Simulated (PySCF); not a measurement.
C5H11S (charge -1).
Structure used (GFN2-xTB), in Å, numbered top down from 1:
```xyz
17
C5H11S angstrom
C      2.3783    0.4168   -0.1028
C      1.0753   -0.0416    0.5437
C     -0.0700   -0.0937   -0.4671
C     -1.3808   -0.6649    0.0799
C     -1.9730    0.2142    1.1791
S     -2.5678   -0.8591   -1.2784
H      2.6674   -0.2684   -0.8978
H      3.1877    0.4607    0.6274
H      2.2548    1.4070   -0.5385
H      1.2158   -1.0348    0.9815
H      0.8219    0.6443    1.3560
H     -0.2676    0.9110   -0.8528
H      0.2300   -0.7129   -1.3172
H     -1.1814   -1.6666    0.4987
H     -2.9450   -0.1800    1.4715
H     -1.3323    0.2544    2.0661
H     -2.1202    1.2255    0.8004
```

The closed-shell SCF was solved with PySCF and density fitting under several settings on one GFN2-xTB geometry (grid level 2 and gas phase unless stated).

| settings | basis functions | SCF cycles | E (Eh) | HOMO (eV) | LUMO (eV) |
| --- | --- | --- | --- | --- | --- |
| PBE0/pcSseg-1 | 164 | 13 | -594.9448 | 0.52 | 4.76 |
| BHandHLYP/def2-SVP, start guess vsap | 143 | 12 | -594.9539 | 0.04 | 5.84 |
| PBE0/STO-3G, IEF-PCM acetonitrile, level shift 0.2 Eh | 45 | 9 | -588.1635 | 2.43 | 11.10 |

Estimate the row for these settings: revPBE/STO-3G.

| settings | basis functions | SCF cycles | E (Eh) | HOMO (eV) | LUMO (eV) |
| --- | --- | --- | --- | --- | --- |
| revPBE/STO-3G | 45 | 12 | -588.2800 | 9.06 | 13.29 |

Over all rows, what range does the HOMO–LUMO gap span?

From 4.23 eV (revPBE/STO-3G) to 8.67 eV (PBE0/STO-3G, IEF-PCM acetonitrile, level shift 0.2 Eh). The functional of the narrowest has no exact exchange, that of the widest 25 % exact exchange.

Whole jobs, the steps after the SCF included, on an Arm Neoverse V2 with one thread, shared host:

```json
{"settings": "PBE0/pcSseg-1", "work after the SCF": "shieldings, charges and field gradients, density and orbital grids written", "wall time": "23 s"}
{"settings": "BHandHLYP/def2-SVP, start guess vsap", "work after the SCF": "shieldings, charges and field gradients", "wall time": "17 s"}
{"settings": "PBE0/STO-3G, IEF-PCM acetonitrile, level shift 0.2 Eh", "work after the SCF": "spin–spin couplings from 16 perturbed nuclei, spin–dipole term left out", "wall time": "5.5 s"}
{"settings": "revPBE/STO-3G", "work after the SCF": "shieldings", "wall time": "5.7 s"}
```

Cycle counts include a coarse-grid stage where the run had one. The HOMO energy is positive at BHandHLYP/def2-SVP, PBE0/STO-3G, PBE0/pcSseg-1 and revPBE/STO-3G; such an orbital is held in place by the finite basis. Geometry: GFN2-xTB, one conformer.
